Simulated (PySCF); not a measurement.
## Nonlinear optical response: SMILES ClC(C=C)=C, C$_{4}$H$_{5}$Cl

Geometry (Å), atoms numbered from 1 in this order:
```xyz
10

C     1.003    1.430   -0.504
C     0.456    0.425    0.172
C    -0.631   -0.426   -0.282
C    -1.139   -1.420    0.443
Cl   -1.280   -0.104   -1.857
H     0.660    1.703   -1.494
H     1.812    2.007   -0.075
H     0.822    0.175    1.164
H    -0.733   -1.620    1.427
H    -1.948   -2.039    0.082
```

The calculation used PySCF 2.14.0, quadratic response CAM-B3LYP/def2-TZVPD first hyperpolarisability, Taylor convention, gas phase. Geometry: PBE0-D3(BJ)/def2-TZVP.

What is the first hyperpolarisability, and how does it disperse?

In au, Taylor convention; the vector part is βᵢ = ⅓ Σⱼ (βᵢⱼⱼ + βⱼᵢⱼ + βⱼⱼᵢ); β∥ is 3/5 of the vector part along the dipole, the dipole points from − to +:
```
                   process  λ (nm)  β vector norm     β∥  β HRS  depolarisation ratio
           static β(0;0,0)       ∞           50.9  -26.4   24.3                  3.46
second harmonic β(−2ω;ω,ω)    1907           54.5  -28.1   25.9                  3.52
         Pockels β(−ω;ω,0)    1907           52.1  -27.0      –                     –
second harmonic β(−2ω;ω,ω)    1064           63.8  -32.6   30.0                  3.67
         Pockels β(−ω;ω,0)    1064           54.7  -28.3      –                     –
```

Which lowest excitations, dipole and polarisabilities go with it?

S1 5.68 eV (f = 0.521); S2 6.25 eV (f = 0.001); S3 6.69 eV (f = 0.073); dipole 1.47 D; isotropic α 67.6 au static, 67.9 au at 1907 nm, 68.6 au at 1064 nm, 68.8 au at 953.5 nm, 71.9 au at 532 nm.
